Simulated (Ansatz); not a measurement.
Geometry optimisation, RKS PBE/6-31G in Ansatz 0.2.0.

Input:

```yaml
crystal:
  periodic: [false, false, false]
  atoms:
    - { symbol: C, position_ang: [0.2951, 1.152, 0.0085] }
    - { symbol: O, position_ang: [0.1037, 0.0092, 0.8287] }
    - { symbol: C, position_ang: [-0.2711, -1.1076, 0.0621] }
    - { symbol: F, position_ang: [-0.4833, -2.1218, 0.8978] }
    - { symbol: H, position_ang: [1.048, 0.9808, -0.7425] }
    - { symbol: H, position_ang: [0.6017, 1.9715, 0.6215] }
    - { symbol: H, position_ang: [-0.6388, 1.4524, -0.4925] }
    - { symbol: H, position_ang: [-1.243, -0.9086, -0.4402] }
    - { symbol: H, position_ang: [0.4617, -1.3703, -0.6746] }
basis:
  gaussian: { orbitals: "6-31G" }
hamiltonian:
  xc: pbe
relax:
  f_tol: 0.02
  max_steps: 50
output:
  orbitals: {}
```

Launched with:

```bash
$ ansatz run input.yaml --threads 1 --pin off --max-ram 2048MiB --backend cpu --events-out ev --progress --plain --runs-dir out
```

**Question.** Where does it end, and by what steps?

**Answer.** The run converged. Limits of this set-up: no polarisation functions. After 5 steps the energy has fallen by 0.259 eV; F4 moved furthest, 0.10 Å.

| step | energy less start (eV) | largest force component (eV/Å) | accepted |
| --- | --- | --- | --- |
| 0 | 0.0000 | 2.817 | yes |
| 1 | -0.2188 | 0.977 | yes |
| 2 | -0.2491 | 0.567 | yes |
| 3 | -0.2592 | 0.073 | yes |
| 4 | -0.2594 | 0.025 | yes |
| 5 | -0.2594 | 0.006 | yes |

```xyz
9
Properties=species:S:1:pos:R:3
C 0.299 1.195 -0.010
O 0.114 0.008 0.820
C -0.305 -1.124 0.050
F -0.482 -2.192 0.964
H 1.086 1.041 -0.775
H 0.609 1.991 0.678
H -0.642 1.491 -0.516
H -1.274 -0.931 -0.455
H 0.470 -1.420 -0.687
```

Time of the run: 6.1 s on 1 thread of AMD EPYC 9R45 96-Core Processor (Zen 5), with other jobs on the host, peak memory 0.14 GiB.
